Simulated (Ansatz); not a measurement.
Reaction (SMILES): S=C=O + 4 [H][H] (H2) → C (CH4) + O (H2O) + S (H2S)
B3LYP-D3(BJ)/def2-TZVP geometries, fixed; electronic energies without zero-point terms.

How fast the energy of full hydrogenation converges with the basis for several methods (Ansatz, an electronic-structure program): deviation from each method's own reference, in kcal/mol. References: B3LYP -59.93 kcal/mol, the value in pcseg-4; CCSD(T) -64.13 kcal/mol, Hartree-Fock in aug-cc-pV(Q+d)Z plus the correlation part extrapolated as X^-3 from aug-cc-pV(T+d)Z and aug-cc-pV(Q+d)Z; HF -71.07 kcal/mol, the value in pcseg-4; MP2 -59.51 kcal/mol, Hartree-Fock in aug-cc-pV(Q+d)Z plus the correlation part extrapolated as X^-3 from aug-cc-pV(T+d)Z and aug-cc-pV(Q+d)Z; PBE -58.64 kcal/mol, the value in pcseg-4; wB97M-V -65.43 kcal/mol, the value in pcseg-4. Cartesian d functions, on some or all atoms, in 6-31G**, 6-31+G*, 6-311G**, 6-311+G**; all else is spherical. In correlated methods cores are frozen. No added dispersion term, no relativity. Functionals ending in -V hold VV10 correlation. 

```
basis        functions  B3LYP  CCSD(T)      HF    MP2    PBE  wB97M-V
-----------  ---------  -----  -------  ------  -----  -----  -------
STO-3G              19  24.59    45.81  -12.12  46.91  35.89    15.17
pcseg-0             31   9.73    25.42   -8.76  24.35  13.25     4.60
3-21G               31  18.10    35.64    1.32  35.12  21.55    12.13
6-31G**             49   6.02    10.31   -0.99   9.60   7.45     3.99
6-31+G*             61   5.29    21.02    1.31  18.43   6.45     3.33
6-311G**            63   3.76     8.34   -1.57   7.49   5.07     3.36
def2-SVPD           70  -9.90    -7.03  -10.80  -7.47  -9.57   -13.10
6-311+G**           75  -0.62     5.12   -3.25   3.86  -0.02    -1.15
def2-TZVP           99   4.83     9.89    3.07   9.84   5.30     4.46
def2-TZVPP         104   1.57     2.15    0.45   1.94   2.07     1.44
def2-TZVPPD        128  -0.46     0.15   -0.47  -0.04  -0.45    -0.58
aug-pcseg-3        281  -0.09    -0.09   -0.09  -0.18  -0.07    -0.05
```

Mean absolute deviation over 6-311G**, 6-311+G**, def2-TZVP, def2-TZVPP, def2-TZVPPD: HF 1.76, wB97M-V 2.20, B3LYP 2.25, PBE 2.58, MP2 4.63, CCSD(T) 5.13 kcal/mol.
